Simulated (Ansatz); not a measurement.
**Point defect: Mo vacancy in Mo**

Method: DFT PBE, scalar-relativistic, plane waves, PAW (Ansatz). (420 eV cutoff, 3×3×3 k-mesh, Gaussian smearing of 0.10 eV, no spin polarisation)

Host crystal, relaxed:

```
CELL_PARAMETERS angstrom
-1.58030 1.58030 1.58030
1.58030 -1.58030 1.58030
1.58030 1.58030 -1.58030
ATOMIC_POSITIONS crystal
Mo 0.00000 0.00000 0.00000
```

Supercell of 64 atoms, rows in host cell vectors: 0 0 -4; 0 -4 0; -4 0 0. Atoms relax at the host's cell, keeping the symmetry that the supercell leaves at the site. The cell is small, so energies carry finite-size errors of tenths of an eV. The host is a metal. Atoms are taken from and returned to the elements' standard states.

Defect: Mo vacancy set at (0.000, 0.000, 0.000) of the host cell. Before relaxation its nearest neighbours are 8 Mo at 2.74 Å.

```tsv
charge	E_f at the valence band top (eV)	moment (μB)	largest move (Å)	atoms near the site
0	3.22	0.00	0.04	8 Mo at 2.71 Å
```

Cost: 2 runs of about 14 core-minutes in all, on Intel Xeon Platinum 8259CL (Skylake/Cascade Lake) (shared hosts).